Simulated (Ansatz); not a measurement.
Two isomers of C4H9F: A = `CCCCF`, B = `CC(C)(C)F`.

Gas-phase electronic energies from Ansatz, PBE0-D4/def2-TZVP geometries. CCSD(T)/CBS adds triple-zeta CCSD(T) − MP2 to the extrapolated MP2 energy (def2 sets, frozen cores). DFT in def2-TZVPP. B3LYP here is the variant with VWN-RPA as its local correlation; programs differ in this. Each species was taken in one conformer, which may not be the lowest.

Which is lower in electronic energy at CCSD(T)/CBS, and by how much? (Estimate.)

The calculation gave: B, by 37.6 kJ/mol.

Give E(B) − E(A) in kJ/mol with BLYP-D4, CCSD(T)/def2-SVP, MP2/def2-TZVPP, ωB97M-V, LDA (SPW92), B3LYP-D4, B2PLYP. (Best estimate.)

Computed: BLYP-D4 -34.3, CCSD(T)/def2-SVP -35.8, MP2/def2-TZVPP -37.4, ωB97M-V -37.8, LDA (SPW92) -40.7, B3LYP-D4 -34.2, B2PLYP -33.7. None reverses the order clearly.

Does the order hold for the free energy at 298.15 K (harmonic terms from PBE0-D4)? (Estimate.)

Computed: Yes: G(B) − G(A) = -37.4 kJ/mol, for one conformer each.

Largest T1 diagnostic: 0.010.

Leaving LDA and LC-ωPBE aside and taking each functional with its dispersion term where it has one, the values, not all of them listed here, spread over 7.0 kJ/mol, from B97M-V to HSE06-D4. LDA lies −9.0 kJ/mol from PBE without D4. In def2-TZVPP, CCSD(T) changes the Hartree–Fock value by −7.2 kJ/mol (the triples alone add −1.6 kJ/mol) and MP2 by −8.3 kJ/mol.
